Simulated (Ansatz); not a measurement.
Crystal: Ga2O5, cubic X2O5 type, 14 atoms in the cell.

Space group Pn-3m, simple cubic cell, positions in fractions of the edge: Ga (0 0 0), (0.5 0.5 0), (0.5 0 0.5), (0 0.5 0.5); O (0.5 0 0), (0 0.5 0), (0 0 0.5), (0.5 0.5 0.5), (0.75 0.75 0.25), (0.75 0.25 0.75), (0.25 0.75 0.75), (0.75 0.25 0.25), (0.25 0.75 0.25), (0.25 0.25 0.75).

The calculation used Ansatz, PBE, plane waves, PAW datasets (generated soft set 1).

Cutoff 700 eV; k-mesh 11×11×11 Γ-centred; Fermi–Dirac smearing of 0.0612 eV; no spin polarisation.

The fit to the energies gives V₀ = 9.686 Å³/atom (a₀ = 5.138 Å), B₀ = 149 GPa, B₀′ = 4.68.

(1) What pressure does the program print at V = 9.304 Å³/atom, and how far above the lowest computed point (V = 9.691 Å³/atom) does the energy lie?

## Answers

(1) 6.58 GPa and 7.56 meV/atom. All points:

```
V (Å³/atom)   a (Å)  E − E(min) (meV/atom)  P (GPa)
      9.110  5.0336                  17.86    10.53
      9.304  5.0690                   7.56     6.58
      9.497  5.1040                   1.76     3.06
      9.691  5.1385                   0.00    -0.08
      9.885  5.1725                   1.83    -2.89
     10.079  5.2061                   6.86    -5.39
```

The published all-electron PBE values for this crystal (mean of FLEUR and WIEN2k, k-spacing 0.06 Å⁻¹; Bosoni et al., Nat. Rev. Phys. 6, 45 (2024)) are V₀ = 9.691 Å³/atom, B₀ = 148.5 GPa, B₀′ = 4.68. This run's mesh is coarser (spacing 0.11 Å⁻¹), so part of any difference comes from k-sampling.

The stress includes the program's correction for the finite plane-wave basis.

This cubic structure is a model: it isn't the usual form of the substance at ambient conditions, and such phases are metastable or hypothetical. The k-mesh is modest, so these values aren't fully converged in k. Spin polarisation is left out, and a magnetic state may lie lower.
